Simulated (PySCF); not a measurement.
PySCF input (M06-2X/6-31G* (5d)):

```python
from pyscf import gto, dft

mol = gto.M(
    atom='''
    S     0.00049414    0.06450114    1.16622654
    C    -0.00143610    1.37701627    0.02005522
    C     0.00130320   -1.23742310    0.00830037
    C    -0.00137378    0.74802200   -1.22132953
    C     0.00011948   -0.68488477   -1.24455526
    H     0.00253092   -2.28684857    0.26962575
    H    -0.00241967    1.31834414   -2.14933417
    H     0.00030568   -1.27989620   -2.15474108
    ''',
    basis='6-31g*',
    charge=-1,
    spin=0,
    verbose=4,
)

mf = dft.RKS(mol, xc='m062x')
mf.grids.level = 4
mf.conv_tol = 1e-9
mf.max_cycle = 100
mf.max_memory = 1500
mf.kernel()
if not mf.converged:
    mf = mf.newton()
    mf.kernel(mf.make_rdm1())
mf.dip_moment()
```

Task: Predict the final energy.

Result: -552.24913 Eh.
